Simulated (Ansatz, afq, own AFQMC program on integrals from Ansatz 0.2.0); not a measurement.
## BNH$_{2}$, triplet in cc-pVDZ, levels against CCSDT(Q)

```xyz
4

B     0.0000   -0.0555    0.7748
N     0.0000   -0.0688   -0.6008
H     0.0000    0.9747    1.4197
H     0.0000    0.5761   -1.3809
```

Connectivity, by distances: BH–NH.

Basis cc-pVDZ. Noble-gas cores (and the filled d shells of Ga–Kr and In–Xe) are frozen. Integrals, coupled cluster, full CI and functionals: Ansatz 0.2.0; the random walks run on the same integrals in our own AFQMC program. ph-AFQMC/CISD is guided by a CISD state made of CCSD amplitudes; releasing the constraint for a short imaginary time cuts its bias at the price of noise, slowly where states lie close. Error bars are statistical, one sigma.

Determinant: UHF, the one that the program's search chose, which needn't be the lowest solution. The geometry is a point of a scan.

No full CI on the walks' own integrals is used here; CCSDT(Q) serves as the reference and is uncertain by about the last step of the cluster series.

Cautions: lower spins were not checked.

```
T1 diagnostic                               : 0.0236
weight of the determinant in the CISD state : 0.898
⟨S²⟩ of the determinant                     : 2.008
size of the correlated space                : 10 electrons in 36 orbitals
```

Reference: CCSDT(Q), correlation energy -6.346 eV. The released energy is read at 2.40 1/Eh (meV from the phaseless value at times in 1/Eh: -12 ± 13 at 0.24, -26 ± 12 at 0.51, -36 ± 10 at 0.99, -32 ± 13 at 1.62, -8 ± 16 at 2.40).

```csv
level,E − E(reference) (mEh),share of correlation (%)
HF,233.23,0.00
MP2,37.48,83.93
CCSD,8.18,96.49
CCSD(T),1.84,99.21
CCSDT,0.48,99.80
ph-AFQMC/CISD,1.08 ± 0.38,99.54
released AFQMC,0.77 ± 0.58,99.67
```

A walk keeps the symmetry of its determinant, which the program's search chose and which needn't be the lowest solution, so a lower state of the same spin and another symmetry isn't excluded. Released energies are given only where the last usable release times agree within the noise; a slower fall can still hide under it.
